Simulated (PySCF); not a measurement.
FH, charge +1, multiplicity 2. Atoms are numbered in the order given.

```xyz
2

F      0.0000     0.0000    -0.1026
H      0.0000     0.0000     0.9237
```
Charge +1, spin multiplicity 2.

The structure is a stationary point at PBE-D3(BJ)/def2-TZVPD. The multiplicity is an assumed one; other spin states were not compared.

Method: PBE0/def2-TZVPD run with PySCF.

Mulliken values depend strongly on the basis, most of all with diffuse functions as here. ESP charges are fitted to the potential on shells at 1.4 to 2.0 van der Waals radii. Atomic charges (e):

| atom | ESP fit | meta-Löwdin | Mulliken spin |
|---|---|---|---|
| F1 | 0.41 | … | 1.03 |
| H2 | 0.59 | … | -0.03 |

**Question.** What belongs in the gaps? (An estimate is asked for; the answer gives what the named calculation found.)

**Answer.** 
- F1, meta-Löwdin: 0.40
- H2, meta-Löwdin: 0.60
